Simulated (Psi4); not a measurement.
# One shape, several levels: SiHClO (SMILES O[Si]Cl)

Aim: a comparison of 3 runs (HF/def2-SVP, PBE0/def2-SVP, CCSD/aug-cc-pVDZ) of SiHClO. 

Program for the calculation: Psi4 1.11.

4 further runs of the same task are left out: 2 that didn't finish, 2 set aside as unsound or not needed.

## 1. The structure to begin with

SiHClO has 4 atoms, charge 0, and is taken as a singlet. As SMILES, `O[Si]Cl`. Geometry: relaxed at PBE0-D4/def2-TZVP.

Bond lengths: O1–Si2 1.637 Å, Si2–Cl3 2.110 Å, O1–H4 0.963 Å. Angles: O1–Si2–Cl3 101.3°, Si2–O1–H4 120.4°.

## 2. Energy and forces at HF/def2-SVP (run 1)

clhosi.xyz reads:

```xyz
4
ClHOSi
O     -0.911800     0.450200    -0.308700
Si    -0.434200    -0.789700     0.647000
Cl     1.662300    -0.701000     0.421400
H     -0.260800     0.980400    -0.780000
```

job.py reads:

```python
import psi4

psi4.set_memory(1600000000)
psi4.set_num_threads(1)
psi4.set_output_file('output.dat', False)

with open('clhosi.xyz') as f:
    atoms = ''.join(f.readlines()[2:])
mol = psi4.geometry('0 1\n' + atoms + 'symmetry c1\nno_reorient\nno_com')

psi4.set_options({
    'puream': True,
    'e_convergence': 1e-09,
    'd_convergence': 1e-08,
    'scf_type': 'pk',
})

e = psi4.gradient('hf/def2-SVP')
print('gradient / Eh bohr^-1')
print(e.np.round(6))
```

Launch:

```
$ python job.py
```

output.dat:

```text
[...]
  Running in c1 symmetry.
[...]
  Nuclear repulsion =  131.427828239508216
[...]
  Multiplicity = 1
[...]
  Nalpha       = 20
  Nbeta        = 20
[...]
    Number of basis functions: 55
[...]
   @RHF iter   1:  -823.57113373893117   -6.60532e-01   7.45319e-03 DIIS/ADIIS
[...]
   @RHF iter  11:  -823.64332242775390   -2.50111e-12   5.83458e-09 DIIS
[...]
    Orbital Energies [Eh]
    ---------------------
    Doubly Occupied:
       1A   -104.779658     2A    -68.826151     3A    -20.583345
       4A    -10.544341     5A     -8.018471     6A     -8.016485
       7A     -8.016204     8A     -6.191294     9A     -4.297261
      10A     -4.296565    11A     -4.295289    12A     -1.352778
      13A     -1.084551    14A     -0.765473    15A     -0.632109
      16A     -0.556402    17A     -0.546668    18A     -0.467180
      19A     -0.463964    20A     -0.367532
[...]
  @RHF Final Energy:  -823.64332242775390
   => Energetics <=
    Nuclear Repulsion Energy =            131.4278282395082158
    One-Electron Energy =               -1401.9388553101971411
    Two-Electron Energy =                 446.8677046429349957
    Total Energy =                       -823.6433224277539011
[...]
 Multipole Moments:
 ------------------------------------------------------------------------------------
     Multipole            Electronic (a.u.)      Nuclear  (a.u.)        Total (a.u.)
 ------------------------------------------------------------------------------------
 L = 1.  Multiply by 2.5417464519 to convert [e a0] to [Debye]
 Dipole X            :        -27.7261808           27.6374336           -0.0887472
 Dipole Y            :         35.0540659          -34.7535752            0.3004907
 Dipole Z            :        -24.7471221           24.5139052           -0.2332169
 Magnitude           :                                                    0.3905904
[...]
  -Total Gradient:
     Atom            X                  Y                   Z
    ------   -----------------  -----------------  -----------------
       1       -0.015653587867    -0.009086050389     0.008395357524
       2        0.006692557985     0.003084770541    -0.002951617106
       3       -0.003694050841    -0.001412258025     0.001397890974
       4        0.012655080739     0.007413537874    -0.006841631397
[...]
```

The script printed:

```text
gradient / Eh bohr^-1
[[-0.015654 -0.009086  0.008395]
 [ 0.006693  0.003085 -0.002952]
 [-0.003694 -0.001412  0.001398]
 [ 0.012655  0.007414 -0.006842]]
```

Wall time 5.4 s (1 thread of AMD EPYC 7R43 (Zen 3), shared host); peak memory 0.19 GiB.

## 3. The energy at PBE0/def2-SVP (run 2)

job.json reads:

```json
{
  "schema_name": "qcschema_input",
  "schema_version": 1,
  "molecule": {
    "schema_name": "qcschema_molecule",
    "schema_version": 2,
    "symbols": ["O", "Si", "Cl", "H"],
    "geometry": [-1.72305228, 0.8507547, -0.58335845, -0.82051908, -1.49231672, 1.2226528, 3.14129174, -1.32469801, 0.79633059, -0.49284057, 1.85268749, -1.47398638],
    "molecular_charge": 0,
    "molecular_multiplicity": 1,
    "fix_symmetry": "c1"
  },
  "driver": "energy",
  "model": {
    "method": "pbe0",
    "basis": "def2-SVP"
  },
  "keywords": {
    "puream": true,
    "e_convergence": 1e-09,
    "d_convergence": 1e-08,
    "scf_type": "pk",
    "dft_radial_points": 99,
    "dft_spherical_points": 590
  }
}
```

Launch:

```
$ psi4 --qcschema job.json -n 1 --memory 1600MB
```

stdout:

```text
[...]
  Running in c1 symmetry.
[...]
  Nuclear repulsion =  131.427828356113906
[...]
  Multiplicity = 1
[...]
  Nalpha       = 20
  Nbeta        = 20
[...]
    Number of basis functions: 55
[...]
   @RKS iter   1:  -824.78597709498990   -2.75833e-01   1.11151e-02 ADIIS/DIIS
[...]
   @RKS iter  11:  -824.92977696621369   -1.93268e-12   6.58166e-09 DIIS
[...]
    Orbital Energies [Eh]
    ---------------------
    Doubly Occupied:
       1A   -101.668854     2A    -66.296226     3A    -19.241986
       4A     -9.521826     5A     -7.259369     6A     -7.255660
       7A     -7.254426     8A     -5.384019     9A     -3.722252
      10A     -3.720814    11A     -3.716453    12A     -1.045966
      13A     -0.838181    14A     -0.592934    15A     -0.473041
      16A     -0.397707    17A     -0.396118    18A     -0.342548
      19A     -0.336162    20A     -0.275123
[...]
  @RKS Final Energy:  -824.92977696621369
   => Energetics <=
    Nuclear Repulsion Energy =            131.4278283561139062
    One-Electron Energy =               -1402.3053367800250726
    Two-Electron Energy =                 489.6221167021374754
    DFT Exchange-Correlation Energy =     -43.6743852444399892
    Empirical Dispersion Energy =           0.0000000000000000
    VV10 Nonlocal Energy =                  0.0000000000000000
    Total Energy =                       -824.9297769662138080
[...]
 Multipole Moments:
 ------------------------------------------------------------------------------------
     Multipole            Electronic (a.u.)      Nuclear  (a.u.)        Total (a.u.)
 ------------------------------------------------------------------------------------
 L = 1.  Multiply by 2.5417464519 to convert [e a0] to [Debye]
 Dipole X            :          1.7478715           -1.7990066           -0.0511351
 Dipole Y            :         -1.2171162            1.5691346            0.3520184
 Dipole Z            :          0.8436639           -1.1208639           -0.2772001
 Magnitude           :                                                    0.4509674
[...]
```

The result, in JSON:

```text
{
 "driver": "energy",
 "model": {
  "method": "pbe0",
  "basis": "def2-SVP"
 },
 "success": true,
 "return_result": -824.9297769662137,
 "properties": {
  "calcinfo_nbasis": 55,
  "calcinfo_nmo": 55,
  "calcinfo_nalpha": 20,
  "calcinfo_nbeta": 20,
  "calcinfo_natom": 4,
  "nuclear_repulsion_energy": 131.4278283561139,
  "return_energy": -824.9297769662137,
  "scf_one_electron_energy": -1402.305336780025,
  "scf_two_electron_energy": 489.6221167021375,
  "scf_xc_energy": -43.67438524443999,
  "scf_dipole_moment": [-0.05113511178114383, 0.3520183685580358, -0.2772000517304567],
  "scf_total_energy": -824.9297769662137,
  "scf_iterations": 11
 }
}
```

Wall time 11 s (1 thread of AMD EPYC 7R43 (Zen 3), shared host); peak memory 0.5 GiB.

## 4. The energy at CCSD/aug-cc-pVDZ (run 3)

clhosi.xyz is that of step 2.

run_ase.py reads:

```python
import numpy as np
from ase.calculators.psi4 import Psi4
from ase.io import read

atoms = read('clhosi.xyz')
calc = Psi4(atoms=atoms, method='ccsd', basis='aug-cc-pVDZ', memory='1600MB', num_threads=1, charge=0, multiplicity=1, label='psi4-calc')
calc.psi4.set_options({'puream': True, 'e_convergence': 1e-09, 'd_convergence': 1e-08, 'scf_type': 'pk', 'num_frozen_docc': 11})
atoms.calc = calc

print(f'energy: {atoms.get_potential_energy():.6f} eV')
```

Launch:

```
$ python run_ase.py
```

psi4-calc.dat:

```text
[...]
  Running in c1 symmetry.
[...]
  Nuclear repulsion =  131.427828239508216
[...]
  Multiplicity = 1
[...]
  Nalpha       = 20
  Nbeta        = 20
[...]
    Number of basis functions: 86
[...]
   @RHF iter   1:  -823.87576221977906   -6.58842e-01   5.35670e-03 ADIIS/DIIS
[...]
   @RHF iter  11:  -823.96469190721655   -5.91172e-12   6.14790e-09 DIIS
[...]
    Orbital Energies [Eh]
    ---------------------
    Doubly Occupied:
       1A   -104.826993     2A    -68.869001     3A    -20.602725
       4A    -10.555482     5A     -8.022278     6A     -8.020270
       7A     -8.019997     8A     -6.206307     9A     -4.308649
      10A     -4.307815    11A     -4.306518    12A     -1.380153
      13A     -1.094645    14A     -0.771245    15A     -0.640376
      16A     -0.559016    17A     -0.552801    18A     -0.473328
      19A     -0.470414    20A     -0.373759
[...]
  @RHF Final Energy:  -823.96469190721655
   => Energetics <=
    Nuclear Repulsion Energy =            131.4278282395082158
    One-Electron Energy =               -1402.0614964558712927
    Two-Electron Energy =                 446.6689763091465011
    Total Energy =                       -823.9646919072165474
[...]
 Multipole Moments:
 ------------------------------------------------------------------------------------
     Multipole            Electronic (a.u.)      Nuclear  (a.u.)        Total (a.u.)
 ------------------------------------------------------------------------------------
 L = 1.  Multiply by 2.5417464519 to convert [e a0] to [Debye]
 Dipole X            :          1.6795899           -1.7990066           -0.1194167
 Dipole Y            :         -1.2950166            1.5691346            0.2741180
 Dipole Z            :          0.9109412           -1.1208639           -0.2099227
 Magnitude           :                                                    0.3653335
[...]
      * MP2 total energy                      = -824.396622020319001
[...]
      * CCSD total energy                     = -824.421492312875444
```

On the terminal:

```text
energy: -22433.651474 eV
```

Wall time 37 s (1 thread of AMD EPYC 7R43 (Zen 3), shared host); peak memory 0.56 GiB.

## 5. All runs side by side

```csv
run,level,task,integration grid,energy (Eh),dipole moment (D),HOMO energy (eV),LUMO energy (eV),wall time
1,HF/def2-SVP,gradient,–,-823.643322,0.99,-10.00,1.36,5.4 s
2,PBE0/def2-SVP,energy,99 radial × 590 angular,-824.929777,1.15,-7.49,-1.86,11 s
3,CCSD/aug-cc-pVDZ,energy,–,-824.421492,–,-10.17,0.71,37 s
```

## 6. Results

| quantity | value |
| --- | --- |
| run 3: total energy | -824.42149 Eh |
| run 3: HOMO energy (Hartree–Fock orbitals) | -10.17 eV |
| run 3: LUMO energy (Hartree–Fock orbitals) | 0.71 eV |
| run 3: HOMO–LUMO gap (Hartree–Fock orbitals) | 10.88 eV |
| run 3: correlation energy (11 core orbitals frozen) | -456.8 mEh |
| run 3: T1 diagnostic | 0.015 |

All runs together took 53 s, the longest 37 s.
